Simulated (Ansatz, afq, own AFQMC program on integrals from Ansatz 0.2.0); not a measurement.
**C$_{2}$H$_{4}$, singlet: AFQMC among the cluster methods**

```xyz
6

C     0.0000    0.0000    0.5768
C     0.0000    0.0000   -0.5768
H     0.0000    0.8050    1.0734
H     0.0000   -0.8050    1.0734
H     0.0000    0.8050   -1.0734
H     0.0000   -0.8050   -1.0734
```

Connectivity, by distances: CH2–CH2.

Basis 6-31G. Only valence electrons are correlated. Ansatz 0.2.0 and our own AFQMC program on the same integrals; the CISD trial comes from CCSD amplitudes, and released means the phaseless constraint is let go. ± is one standard error of the sampling.

Determinant: RHF, the one that the program's search chose, which needn't be the lowest solution. The geometry is a point of a scan.

No full CI on the walks' own integrals is used here; CCSDT(Q) serves as the reference and is uncertain by about the last step of the cluster series.

```
T1 diagnostic                               : 0.0073
weight of the determinant in the CISD state : 0.923
size of the correlated space                : 12 electrons in 24 orbitals
```

Reference: CCSDT(Q), correlation energy -5.022 eV. The released energy is read at 2.40 1/Eh (meV from the phaseless value at times in 1/Eh: 0 ± 6 at 0.24, 4 ± 5 at 0.51, -5 ± 5 at 0.99, 2 ± 6 at 1.62, -1 ± 5 at 2.40).

| level | E − E(reference) (kJ/mol) | share of correlation (%) |
| --- | --- | --- |
| HF | 484.5 | 0.00 |
| MP2 | 71.9 | 85.16 |
| CCSD | 10.3 | 97.88 |
| CCSD(T) | 1.4 | 99.72 |
| CCSDT | 0.6 | 99.88 |
| ph-AFQMC/CISD | 0.5 ± 0.5 | 99.89 |
| released AFQMC | 0.5 ± 0.4 | 99.90 |

A walk keeps the symmetry of its determinant, which the program's search chose and which needn't be the lowest solution, so a lower state of the same spin and another symmetry isn't excluded. Released energies are given only where the last usable release times agree within the noise; a slower fall can still hide under it.
